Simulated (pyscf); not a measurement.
7 gas-phase steps of one pattern: four-centre exchange on the singlet surface, As–Si + H–H or Ge–P + H–H or H–H + N–Si or H–H + P–Si broken and As–H + H–Si or Ge–H + H–P or H–N + H–Si or H–P + H–Si formed. Optimised with ωB97X-D3(BJ)/def2-SVP in PySCF. Electronic energies in kcal/mol, from the separated reactants; ΔE‡ and ΔE at ωB97M-D3(BJ)/def2-TZVP. Rows were drawn at random from the steps of this pattern with a verified saddle, stable references and no exit in the data more than 5 kcal/mol lower.

| row | step | ΔE | ΔE‡ |
|---|---|---|---|
| 1 | H₃Si–PH₂ + H₂ → PH₃ + SiH₄ | -1.4 | 69.2 |
| 2 | H₃Si–PH–SiH₃ + H₂ → H₃Si–PH₂ + SiH₄ | +0.5 | 64.2 |
| 3 | H₃Si–AsH₂ + H₂ -> AsH₃ + SiH₄ | +0.8 | 65.8 |
| 4 | H₃Si–AsH–SiH₃ + H₂ -> H₃Si–AsH₂ + SiH₄ | +2.5 | 64.0 |
| 5 | H₂P–GeH: [singlet] + H₂ → PH₃ + GeH₂ [singlet] | +7.6 | 17.6 |
| 6 | H₂N–SiH₂–Cl + H₂ → H₃Si–Cl + NH₃ | +10.8 | 51.0 |
| 7 | H₂N–SiH(Cl)–Cl + H₂ → Cl–SiH₂–Cl + NH₃ | +11.7 | ? |

Problem. Fit ΔE‡ = a + b·ΔE to the other rows and predict row 7.

Solution. Over the 6 complete rows the means are +3.5 (ΔE) and 55.3 (ΔE‡); least squares gives b = -2.85 and a = 65.2 kcal/mol, with residuals of 12.9 kcal/mol (root mean square; largest 25.9, row 5). For row 7: 65.2 + -2.85 × (+11.7) = 31.9 kcal/mol, an extrapolation. The computed barrier is 47.3 kcal/mol, 15.4 over the line. The scatter is large against the spread of the barriers, so the line says little here. Each barrier is that of the saddle found. Elements up to Kr have no core potential and no relativistic terms here.
